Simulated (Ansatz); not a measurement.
## One arrangement of a pair

The pair of SiH₄ (SMILES [SiH4], atoms 1–5) and CH₃Cl (SMILES CCl, atoms 6–10), both closed shells, in one local arrangement (a lower one may exist), relaxed at PBE0-D4/def2-TZVP:

| atom | x (Å) | y (Å) | z (Å) |
| --- | --- | --- | --- |
| Si1 | 0.0765 | 0.1947 | -1.9323 |
| H2 | -0.2687 | 1.3263 | -1.0351 |
| H3 | -0.5829 | 0.4084 | -3.2475 |
| H4 | -0.4237 | -1.0743 | -1.3454 |
| H5 | 1.5448 | 0.1251 | -2.1240 |
| C6 | -0.2070 | -0.1841 | 1.9868 |
| Cl7 | 1.4563 | -0.3288 | 1.3895 |
| H8 | -0.8338 | -0.8828 | 1.4376 |
| H9 | -0.5464 | 0.8358 | 1.8224 |
| H10 | -0.2152 | -0.4204 | 3.0481 |

Program: Ansatz 0.2.0. Basis: def2-TZVPPD, with def2-QZVPPD for the basis limit. Cores are frozen in the correlated methods. B3LYP uses VWN-RPA correlation. Extrapolation: Hartree–Fock as exp(−7.88 √X), correlation as X^−2.97. Interaction energies count from these two fragments, frozen as in the pair, with the counterpoise correction; negative means bound.

**Question.** What is the interaction energy by CCSD(T) at an estimated basis limit (MP2 extrapolated from triple and quadruple zeta, plus CCSD(T) − MP2 in triple zeta)? (To be estimated.)

**Answer.** Computed: -1.69 kcal/mol. Hartree–Fock alone gives 0.71 kcal/mol at the basis limit, so without correlation the pair would not bind at this distance. It counts from the two fragments frozen as in the pair.

The same quantity by other methods in triple zeta, and each one's difference from that estimate:
```tsv
method	E_int (kcal/mol)	difference
PBE-D4	-1.87	-0.18
revPBE-D4	-1.61	0.09
BLYP-D4	-1.54	0.15
r2SCAN-D4	-1.59	0.11
B97M-V	-1.72	-0.03
PBE0-D4	-1.75	-0.06
B3LYP-D4	-1.67	0.02
HSE06-D4	-1.73	-0.04
wB97X-V	-1.69	0.00
wB97M-V	-1.76	-0.07
B2PLYP	-0.39	1.30
HF	0.73	2.42
MP2	-1.47	0.22
CCSD	-1.04	0.65
CCSD(T)	-1.34	0.35
```
Differences are method less estimate.

**Question.** Which atoms make the shortest contact between the fragments?

**Answer.** H4 and H8, 2.82 Å apart.

Basis-set superposition shift (counterpoise-corrected less uncorrected): CCSD(T) 0.39; MP2 0.37; HF 0.05; PBE0-D4 0.05; wB97M-V 0.07 kcal/mol.

T1 diagnostic: at most 0.011.

For scale, one of the runs: CCSD(T)/def2-TZVPPD, 255 basis functions, launched by `ansatz run in.yaml --threads 4 --pin off --events-out ev --progress --plain --max-ram 9574MiB`. Hardware: 4 CPU threads of an Arm Neoverse V1, shared host. Wall time 89 s; peak host memory 5.3 GiB.
